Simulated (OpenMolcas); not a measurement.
# One shape, several levels: triplet [SiH3]−

Aim: a comparison of 6 runs (U-revPBE/cc-pVTZ, UBLYP/cc-pVTZ, UM06-2X/cc-pVTZ, UM06-L/cc-pVTZ, UPBE/cc-pVTZ, ROCCSD(T)/cc-pVTZ) of triplet [SiH3]−. 

Program for the calculation: OpenMolcas 26.06.

### 1 The system as given

[SiH3]−: 4 atoms, total charge -1, spin state triplet. As SMILES of the parent species, `[SiH3-]`. The shape is that of a PBE0-D4/def2-TZVPD optimisation. That shape belongs to the parent species and isn't relaxed for this state.

Bond lengths: Si1–H2 1.546 Å, Si1–H3 1.546 Å, Si1–H4 1.546 Å. Angles: H2–Si1–H3 94.1°, H2–Si1–H4 94.1°, H3–Si1–H4 94.1°.

### 2 The energy at U-revPBE/cc-pVTZ (run 1)

Contents of run.input:

```
* H3Si Kohn-Sham DFT
&GATEWAY
BasLib = $CurrDir
Coord
4
angstrom
Si       0.539700      -0.050700      -0.300900
H        0.426600       0.622300       1.085900
H       -0.298500      -1.283700       0.106800
H       -0.667800       0.712200      -0.891800
Basis = cc-pVTZ
Group = NoSym
&SEWARD
GridInput
Grid=UltraFine
End of Grid
&SCF
UHF
Charge = -1
Spin = 3
KSDFT = revPBE
Thresholds = 1e-10 1e-07 1e-07 1e-05
PrOrbitals = 0
```

The basis set cc-pVTZ is read from a file made from the Basis Set Exchange's data (not shown).

The run is started by

```
$ export MOLCAS_MEM=1860
$ pymolcas run.input > run.log
```

What it wrote:

```text
--- Start Module: gateway ---
[...]
--- Stop Module: gateway /rc=_RC_ALL_IS_WELL_ ---
--- Start Module: seward ---
[...]
      Basis functions           76
--- Stop Module: seward /rc=_RC_ALL_IS_WELL_ ---
[...]
--- Start Module: scf ---
[...]
       Convergence after  28 Iterations
[...]
::    Total KS-DFT energy                            -291.0797015783
[...]
      Total spin, S                                     1.0016797932
[...]
      Total electronic charge=   18.000000
      Total            charge=   -1.000000
[...]
      Dipole Moment (debye):
      Origin of the operator (angstrom)=    0.4695   -0.0441   -0.2618
                   X=  4.5386E-01               Y= -1.6599E-01               Z= -4.9995E-01           Total=  6.9534E-01
      Center of Charge (angstrom)
[...]
--- Stop Module: scf /rc=_RC_ALL_IS_WELL_ ---
[...]
```

Run time: 51 s. Hardware: 1 thread of AMD EPYC 7R43 (Zen 3), shared host; peak memory 0.43 GiB.

### 3 The energy at UBLYP/cc-pVTZ (run 2)

Contents of job.input:

```
&gateway
  baslib=$CurrDir
  coord
  4
  bohr
  Si     1.01988519    -0.09580911    -0.56861859
  H      0.80615716     1.17597657     2.05205360
  H     -0.56408325    -2.42584143     0.20182275
  H     -1.26195911     1.34586295    -1.68525776
  basis=cc-pVTZ
  group=NoSym

&seward
  gridinput
  Grid=UltraFine
  End of Grid

&scf
  uhf
  charge=-1
  spin=3
  ksdft=BLYP
  thresholds=1e-10 1e-07 1e-07 1e-05
  prorbitals=1 1
```

The basis set cc-pVTZ is read from a file made from the Basis Set Exchange's data (not shown).

The run is started by

```
$ export MOLCAS_MEM=1860
$ pymolcas job.input > job.log
```

What it wrote:

```text
--- Start Module: gateway ---
[...]
--- Stop Module: gateway /rc=_RC_ALL_IS_WELL_ ---
--- Start Module: seward ---
[...]
      Basis functions           76
--- Stop Module: seward /rc=_RC_ALL_IS_WELL_ ---
[...]
--- Start Module: scf ---
[...]
       Convergence after  29 Iterations
[...]
::    Total KS-DFT energy                            -291.1215282416
[...]
      Total spin, S                                     1.0010254934
[...]
      Total electronic charge=   18.000000
      Total            charge=   -1.000000
[...]
      Dipole Moment (debye):
      Origin of the operator (angstrom)=    0.4695   -0.0441   -0.2618
                   X=  5.8543E-01               Y= -1.6790E-01               Z= -5.5272E-01           Total=  8.2244E-01
      Center of Charge (angstrom)
[...]
--- Stop Module: scf /rc=_RC_ALL_IS_WELL_ ---
[...]
```

Run time: 51 s. Hardware: 1 thread of AMD EPYC 7R43 (Zen 3), shared host; peak memory 0.43 GiB.

Run 3 isn't shown in full; the table further down has it.

### 4 The energy at UM06-L/cc-pVTZ (run 4)

Contents of coord.xyz:

```xyz
4

Si     0.539700    -0.050700    -0.300900
H      0.426600     0.622300     1.085900
H     -0.298500    -1.283700     0.106800
H     -0.667800     0.712200    -0.891800
```

Contents of run.input:

```
* H3Si Kohn-Sham DFT

&GATEWAY
 BASLIB
 $CurrDir
 COORD
 coord.xyz
 BASIS
 cc-pVTZ
 GROUP
 NoSym

&SEWARD
 GRIDINPUT
 Grid=UltraFine
 End of Grid

&SCF
 UHF
 CHARGE
 -1
 SPIN
 3
 KSDFT
 M06L
 THRESHOLDS
 1e-10 1e-07 1e-07 1e-05
 PRORBITALS
 1 2
```

The basis set cc-pVTZ is read from a file made from the Basis Set Exchange's data (not shown).

The run is started by

```
$ export MOLCAS_MEM=1860
$ pymolcas run.input > run.log
```

What it wrote:

```text
--- Start Module: gateway ---
[...]
--- Stop Module: gateway /rc=_RC_ALL_IS_WELL_ ---
--- Start Module: seward ---
[...]
      Basis functions           76
--- Stop Module: seward /rc=_RC_ALL_IS_WELL_ ---
[...]
--- Start Module: scf ---
[...]
       Convergence after  25 Iterations
[...]
::    Total KS-DFT energy                            -291.1278718509
[...]
      Total spin, S                                     1.0021392275
[...]
      Total electronic charge=   18.000000
      Total            charge=   -1.000000
[...]
      Dipole Moment (debye):
      Origin of the operator (angstrom)=    0.4695   -0.0441   -0.2618
                   X=  6.1592E-01               Y= -1.5695E-01               Z= -5.4112E-01           Total=  8.3475E-01
      Center of Charge (angstrom)
[...]
--- Stop Module: scf /rc=_RC_ALL_IS_WELL_ ---
[...]
```

Wall time 62 s (1 thread of AMD EPYC 7R43 (Zen 3), shared host); peak memory 0.43 GiB.

Run 5 isn't shown in full; the table further down has it.

### 5 The energy at ROCCSD(T)/cc-pVTZ (run 6)

Contents of calc.input:

```
&GATEWAY
  BasLib=$CurrDir
  Coord
  4
  bohr
  Si     1.01988519    -0.09580911    -0.56861859
  H      0.80615716     1.17597657     2.05205360
  H     -0.56408325    -2.42584143     0.20182275
  H     -1.26195911     1.34586295    -1.68525776
  Basis=cc-pVTZ
  Group=NoSym

&SEWARD

&SCF
  UHF
  Charge=-1
  Spin=3
  Thresholds=1e-10 1e-07 1e-07 1e-05
  PrOrbitals=1 1

&RASSCF
  FileOrb=$Project.UnaOrb
  Spin=3
  Nactel=2 0 0
  Inactive=8
  Ras2=2
  OutOrbitals=Canonical
  OrbListing=NoCore

&MOTRA
  JobIph
  Frozen=5

&CCSDT
  CCT
  Triples=3
  Iterations=80
  Accuracy=1e-08
  Extrapolation=5 4
```

The basis set cc-pVTZ is read from a file made from the Basis Set Exchange's data (not shown).

The run is started by

```
$ export MOLCAS_MEM=1860
$ pymolcas calc.input > calc.log
```

What it wrote:

```text
--- Start Module: gateway ---
[...]
--- Stop Module: gateway /rc=_RC_ALL_IS_WELL_ ---
[...]
      Basis functions           76
[...]
       Convergence after 154 Iterations
[...]
::    Total SCF energy                               -290.5116736896
[...]
      Total spin, S                                     1.0037553995
[...]
      Number of active orbitals                  2
[...]
      Spin quantum number                      1.0
[...]
      Active orbitals                            2
[...]
      Number of CSFs                             1
[...]
      Number of root(s) required                 1
[...]
      Convergence after 24 iterations
[...]
      printout of CI-coefficients larger than  0.05 for root  1
      energy=    -290.508426
      conf/sym  11     Coeff  Weight
             1  uu   1.00000 1.00000
      Natural orbitals and occupation numbers for root  1
      sym 1:   1.000000   1.000000
      ************************************************************************************************************************
      *                                                    Final results                                                     *
[...]
::    RASSCF root number  1 Total energy:   -290.50842618
[...]
      Total electronic charge=   18.000000
      Total            charge=   -1.000000
[...]
      Dipole Moment (debye):
      Origin of the operator (angstrom)=    0.4695   -0.0441   -0.2618
                   X=  5.9499E-01               Y=  9.5438E-02               Z= -6.2773E-01           Total=  8.7015E-01
      Center of Charge (angstrom)
[...]
--- Start Module: motra ---
[...]
      *** WARNING: Default frozen orbitals is overwritten by user input.
      *** Default values:   2
[...]
--- Stop Module: motra /rc=_RC_ALL_IS_WELL_ ---
--- Start Module: ccsdt ---
[...]
      Convergence after                    19  Iterations
      Total energy (diff) :    -290.66918133      -0.00000000
[...]
 METHOD                       : CCSD+T(CCSD)+<T3(1)WT1>+<T3(1)UT2> = CCSD(T)
[...]
       CCSD     =      -290.6691813322993
[...]
--- Stop Module: ccsdt /rc=_RC_ALL_IS_WELL_ ---
[...]
```

Wall time 70 s (1 thread of AMD EPYC 7R43 (Zen 3), shared host); peak memory 0.43 GiB.

### 6 Overview of the runs

| run | level | integration grid | frozen core orbitals | energy (Eh) | HOMO energy (eV) | ⟨S²⟩ | wall time |
| --- | --- | --- | --- | --- | --- | --- | --- |
| 1 | U-revPBE/cc-pVTZ | UltraFine | – | -291.079702 | 4.90 | 2.005 | 51 s |
| 2 | UBLYP/cc-pVTZ | UltraFine | – | -291.121528 | 5.15 | 2.003 | 51 s |
| 3 | UM06-2X/cc-pVTZ | UltraFine | – | -291.099047 | 3.66 | 2.004 | 73 s |
| 4 | UM06-L/cc-pVTZ | UltraFine | – | -291.127872 | 4.94 | 2.006 | 62 s |
| 5 | UPBE/cc-pVTZ | UltraFine | – | -290.978848 | 4.90 | 2.004 | 54 s |
| 6 | ROCCSD(T)/cc-pVTZ | – | 5 | -290.673912 | – | – | 70 s |

### 7 Results

| quantity | value |
| --- | --- |
| run 6: total energy | -290.67391 Eh |
| run 6: (T) correction | -4.73 mEh |

What this shows: Totals of different functionals can't be ranked against each other. In runs 1, 2, 3, 4, 5 the HOMO lies above zero, so the outermost electron may be held by the basis alone. All runs together took 6 min, the longest 73 s.
